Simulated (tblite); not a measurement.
C2H5O2S (doublet state).
Z-matrix (Å and degrees, GFN2-xTB geometry), rows numbered from 1:
```
C 
S   1  1.7534
C   2  1.8143  1  104.97
O   2  1.4393  1  107.53  3   115.51
O   2  1.4393  1  107.57  3  -115.58
H   1  1.0719  2  117.77  3  -101.46
H   1  1.0719  2  117.85  3   101.26
H   3  1.0819  2  108.13  1    60.49
H   3  1.0834  2  107.93  1   180.00
H   3  1.0820  2  108.18  1   -60.37
```

Calculated harmonic vibrations of the isolated species, GFN2-xTB (tblite), most abundant isotopes, no scaling. Against measured fundamentals such values can be off by several per cent, at times by over 20. One conformer, not necessarily the lowest. Open shells enter through the occupations alone, without spin polarisation, and single modes of such species can be off by tens of per cent.

Harmonic wavenumbers (cm⁻¹): 48.7, 119.8, 197.2, 273.7, 324.6, 358.6, 455.8, 526.4, 674.8, 753.8, 782.8, 848.8, 860.9, 1095.6, 1235.0, 1263.2, 1276.5, 1420.2, 1428.8, 3064.8, 3082.4, 3093.3, 3120.0, 3195.9.

A = 4787, B = 4290, C = 4261 MHz; mass 93.001 u (most abundant isotopes); point group Cs, symmetry number 1; spin multiplicity 2.

Problem. What is the zero-point energy?

Solution. Half the sum of the wavenumbers: 14751 cm⁻¹ = 42.17 kcal/mol.

Problem. Entropy at 298.15 K, 1 bar (ideal gas, RRHO, classical rotation)?

Solution. Translation 39.53, rotation 25.71, vibration 16.83, spin (R ln 2) 1.38: S = 83.4 cal/(mol K).

Problem. And Cp and H(298.15 K) − H(0)?

Solution. Cp = 25.55 cal/(mol K), of which vibrations give 17.61 (their classical limit is 24 R = 47.7); H(298.15 K) − H(0) = 5.05 kcal/mol without the zero-point energy, 2.68 from vibrations.

Problem. Which modes carry the vibrational entropy at 298.15 K?

Solution. 48.7 cm⁻¹: 4.87; 119.8 cm⁻¹: 3.10; 197.2 cm⁻¹: 2.16; 273.7 cm⁻¹: 1.57; 324.6 cm⁻¹: 1.29; 358.6 cm⁻¹: 1.13 cal/(mol K); the other 18 give 2.71 together.

Problem. How do the functions run with temperature in this model?

Solution. 
| T (K) | S (cal/(mol K)) | Cp (cal/(mol K)) | H − H(0) (kcal/mol) | G − H(0) (kcal/mol) | ln q(vib) |
| --- | --- | --- | --- | --- | --- |
| 100 | 62.7 | 14.0 | 1.07 | -5.19 | 0.98 |
| 200 | 74.4 | 20.2 | 2.79 | -12.08 | 2.46 |
| 300 | 83.6 | 25.6 | 5.09 | -19.99 | 3.98 |
| 500 | 98.8 | 33.8 | 11.10 | -38.28 | 6.94 |
| 800 | 116.3 | 40.8 | 22.38 | -70.66 | 10.98 |
| 1000 | 125.7 | 43.8 | 30.86 | -94.89 | 13.39 |

q(vib) and H(0) count from the zero-point level.

Problem. What must be added to the electronic energy to get the Gibbs energy at 298.15 K and 1 bar?

Solution. ZPE + [H(298.15 K) − H(0)] − T·S = 42.17 + 5.05 − 24.88 = 22.34 kcal/mol.

Hindered rotation and anharmonicity are outside this model. Other conformers, if any are populated, would add a mixing term that is left out.

Time: 0.16 s of wall time. Hardware: one thread of an INTEL XEON PLATINUM 8581C at 2.10 GHz, no GPU, shared host with 80 logical CPUs at a one-minute load of 16. The figure is for the frequency step alone.
